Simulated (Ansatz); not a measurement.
## Ansatz (development build ahead of 0.2.0) run

```yaml
crystal:
  periodic: [false, false, false]
  atoms:
    - { symbol: Al, position_ang: [0.0, 0.0, -0.9718] }
    - { symbol: P, position_ang: [0.0, 0.0, 0.9718] }
basis:
  gaussian: { orbitals: "6-31G" }
magnetization:
  spin_polarized: true
  initial_magnetization: 2
hamiltonian:
  xc: hf
correlation:
  method: ccsd_t
  frozen_orbitals: { Al: 5, P: 5 }
```

The input is written out in the form of the current development build from the run's settings.

Output:

```json
{"Converged": "yes", "Reference energy": "-582.49691 hartree", "Correlation energy": "-0.08583 hartree", "Total energy": "-582.58273 hartree"}
```
